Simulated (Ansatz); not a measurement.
## BH5SSi, SMILES [SiH3]BS: a ladder of basis sets, step by step

Computed with Ansatz 0.2.0 through its Python package.

Contents of `bh5ssi.xyz`:
```text
8

Si   -0.50720    0.75250   -0.60010
B     0.36680   -0.14570    0.80830
S     0.13500   -2.00250    0.97820
H    -1.27220   -0.14940   -1.40310
H     0.43060    1.44830   -1.50140
H    -1.44890    1.82440   -0.02850
H     1.09230    0.45450    1.55960
H     1.29580   -2.23920    0.13120
```

Interactive session:
```pycon
>>> import warnings
>>> import ansatz as az
>>> warnings.simplefilter("ignore", az.DeckWarning)
>>> system = az.Crystal.molecule_from_extxyz("bh5ssi.xyz")
>>> calc = system.calculation().functional("pbe0").accuracy("medium")
>>> energies = {}
>>> for basis in ["cc-pVDZ", "cc-pVTZ"]:
...     summary = calc.basis(gaussian=basis).run(threads=1).report
...     size = summary["n_frozen"] + summary["n_occupied"][0] + summary["n_virtual"][0]
...     energies[basis] = (summary["reference_energy_ev"] / 27.211386246, summary["free_energy_ev"] / 27.211386246)
...     print(f"{basis:14s} {size:4d} orbitals  reference {energies[basis][0]:14.6f} Ha  total {energies[basis][1]:14.6f} Ha")
...
cc-pVDZ          75 orbitals  reference    -715.191181 Ha  total    -715.191181 Ha
cc-pVTZ         168 orbitals  reference    -715.228330 Ha  total    -715.228330 Ha
>>> last = energies["cc-pVTZ"][1]
>>> for basis, (_, total) in energies.items():
...     print(f"{basis:14s} lies {27.211386 * (total - last):9.4f} eV above cc-pVTZ")
...
cc-pVDZ        lies    1.0109 eV above cc-pVTZ
cc-pVTZ        lies    0.0000 eV above cc-pVTZ
```

Against cc-pVDZ: cc-pVTZ -37.1 mHa. The last step alone is -37.15 mHa. From the first set to the last the time grows from 1.8 to 3.1 s.

Notes:
- The settings weren't tested for convergence.
- The geometry is a force-field or estimated start, not a minimum of this method, and the last set is no limit. Much of the fall in a total is atomic energy, which cancels in bond and reaction energies.
- For Al to Cl the sets with a tight d function, cc-pV(X+d)Z, are usual.
- The whole script took 5.2 s on 1 thread of Arm Neoverse V2, on a shared host, peak memory 0.31 GiB.

(Lines on the test bed's own set-up are left out of the output.)
